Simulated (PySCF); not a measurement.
# Choosing a basis for TDDFT

C₂H₇Al.
Bonds: C1–C2, C2–Al3. Hydrogens: H4, H5, H6 on C1; H7, H8 on C2; H9, H10 on Al3.

TDDFT with PBE0 (PySCF), vertical singlets, core orbitals frozen in the response, spherical d and f functions. One conformer (not necessarily the lowest) at the PBE0-D3(BJ)/def2-SVP geometry, without solvent, vibrations or thermal averaging.

```tsv
basis	functions	diffuse	S1 (eV)	S2 (eV)	S3 (eV)	S4 (eV)	S5 (eV)	LUMO (eV)	α (au)
6-31G*	60	no	4.70	5.44	7.14	7.38	7.69	-1.24	45.1
6-31+G*	72	yes	4.74	5.42	6.54	7.18	7.36	-1.35	49.8
def2-SVP	81	no	4.77	5.41	7.15	7.35	7.76	-1.28	47.7
def2-SVPD	120	yes	4.79	5.40	6.70	7.19	7.51	-1.30	55.9
aug-cc-pVDZ	136	yes	4.72	5.35	6.38	7.05	7.10	-1.38	57.1
def2-TZVP	141	no	4.77	5.41	6.94	7.20	7.71	-1.31	53.4
def2-TZVPD	180	yes	4.77	5.41	6.50	7.18	7.36	-1.31	56.7
```

**Question.** Compare the sets with the largest diffuse one.

**Answer.** States are compared by their number. Against the largest diffuse basis here (def2-TZVPD, itself not a converged limit), sets without diffuse functions differ by up to 0.07 eV in S1 and 0.40 eV in S5; the smaller diffuse sets differ by up to 0.04 and 0.26 eV. State by state, the largest deviation of a set without diffuse functions is S1 0.07, S2 0.03, S3 0.65, S4 0.21, S5 0.40 eV. The same number needn't mean the same state in each row. Against def2-TZVPD the polarisability deviates by -21% in 6-31G*, -12% in 6-31+G*, -16% in def2-SVP, -2% in def2-SVPD, +1% in aug-cc-pVDZ, -6% in def2-TZVP. A single + in a Pople set puts diffuse functions on heavy atoms only.
